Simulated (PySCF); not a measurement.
# Working out the ionisation energy of P

P [Ne] 3s2 3p3 (4S) → P⁺ [Ne] 3s2 3p2 (3P). All numbers are calculated (PySCF 2.14, the spin-free X2C one-electron Hamiltonian (Gaussian nucleus), in x2c-TZVPPall (5s5p3d1f, 42 functions)). Frozen: 1s2. Energies in hartree (1 hartree = 27.21139 eV):

```csv
part,P (lower),P⁺ (upper)
UHF,-341.526078,-341.162357
MP2 opposite-spin,-0.171384,-0.162590
MP2 same-spin,-0.071276,-0.059033
```

Q: What does Hartree-Fock give?

A: (-341.162357) − (-341.526078) = 0.363721 hartree = 9.897 eV.

Q: What do MP2 and SCS-MP2 (6/5 opposite-spin, 1/3 same-spin) give?

A: The opposite-spin parts differ by 0.239 eV and the same-spin parts by 0.333 eV. MP2: 9.897 + (0.239) + (0.333) = 10.469 eV. SCS-MP2: 9.897 + 1.2 × (0.239) + (0.333)/3 = 10.295 eV.

Measured between the centres of the two terms (NIST): 10.526 eV, so MP2 (valence and next inner shell) is off by -0.057 eV.

What remains against the reference includes basis incompleteness, the frozen core and correlation beyond second order.
